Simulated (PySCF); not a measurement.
**Molecular orbitals of NaAl⁺**

M06-2X at R = 3.391 Å; basis Na cc-pVDZ, Al cc-pV(D+d)Z; no relativity; PySCF 2.14. State: ²Σ⁺ (doublet), unpaired electrons σ ↑. Only the outer orbitals are listed, counted within each symmetry.

```tsv
spin	orbital	occ.	ε (eV)	on Na (%)	main shells (%)
α	2π	1	-41.00	100	100 Na p
α	2π	1	-41.00	100	100 Na p
α	6σ	1	-40.98	100	100 Na p
α	7σ	1	-14.57	5	95 Al s
α	8σ	1	-9.31	34	64 Al p, 24 Na s, 9 Na p
α	3π	0	-5.41	9	90 Al p
α	3π	0	-5.41	9	90 Al p
α	9σ	0	-4.49	87	82 Na s, 14 Al p
β	2π	1	-40.99	100	100 Na p
β	2π	1	-40.99	100	100 Na p
β	6σ	1	-40.96	100	100 Na p
β	7σ	1	-13.84	4	95 Al s
β	8σ	0	-6.75	80	74 Na s, 17 Al p
β	3π	0	-5.68	28	72 Al p, 21 Na p
β	3π	0	-5.68	28	72 Al p, 21 Na p
```

Q: Which are the highest filled and the lowest empty level, where do they sit, and how wide is the gap?

A: Highest filled α 8σ at -9.31 eV (in %: 64 Al p, 24 Na s, 9 Na p); lowest empty β 8σ at -6.75 eV (in %: 74 Na s, 17 Al p); the gap at M06-2X is 2.56 eV.

```
bond order (Mayer)                                                                                                 : 0.56
⟨S²⟩                                                                                                               : 0.753
charge on Na (Mulliken, basis-dependent)                                                                           : 0.56
charge on Na (Löwdin, basis-dependent)                                                                             : 0.56
dipole moment (positive dipole points towards Al; it is taken about the centre of mass and depends on that origin) : -4.00 D
```

The state was picked by a PBE0 search and need not be the measured ground state.
